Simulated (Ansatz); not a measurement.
The input, for Ansatz 0.2.0:

```yaml
crystal:
  periodic: [false, false, false]
  atoms:
    - {symbol: As, position_ang: [-0.046691, 0.000000, 1.191492]}
    - {symbol: As, position_ang: [0.019756, 0.000000, -1.227241]}
    - {symbol: H, position_ang: [1.001081, -1.099608, 1.328645]}
    - {symbol: H, position_ang: [1.001079, 1.099610, 1.328645]}
basis:
  gaussian: {orbitals: x2c-TZVPPall}
total_charge: 1
magnetization: {spin_polarized: false, initial_magnetization: 1}
correlation: {active_space: {ras: {orbitals: [5, 1, 90], electrons: 11, max_holes: 2, max_particles: 2}, fixed_orbitals: true}}
output: {forces: true}
```

```sh
$ ansatz run in.yaml --threads 1 --pin off --events-out ev --progress --plain --max-ram 2393MiB
```

Output:

```
795 factors; integrals over basis functions are off by at most 1.0e-3 eV
mean field evaluation 1: about -122964.2627 eV, gradient 1.5e1 eV
mean field evaluation 2: about -122964.2664 eV, gradient 1.5e1 eV
mean field evaluation 4: about -122965.5080 eV, gradient 2.9e0 eV
mean field evaluation 8: about -122965.5752 eV, gradient 2.2e-1 eV
mean field evaluation 16: about -122964.8849 eV, gradient 6.6e0 eV
mean field evaluation 32: about -122963.5305 eV, gradient 1.5e-6 eV
mean field evaluation 64: about -122965.2633 eV, gradient 4.2e-1 eV
mean field -122965.57614199 eV, -4518.9015741570 hartree, gradient 2.7e-6 eV, S^2 0.750000; 10 other end points of the search recorded, 0 dependent functions left out
reference -122965.57614199 eV, -4518.9015741570 hartree; 34, 33 occupied and 90, 91 virtual orbitals, 795 factors
Error: with the densities for the forces the run needs 6.65 GiB of the host's memory, and 2.33 GiB are given
refused for memory
```

The run gave no result to rely on (out of memory).

Ran on 1 thread of Intel Xeon, shared host: 60 s wall, 0.29 GiB peak host memory.
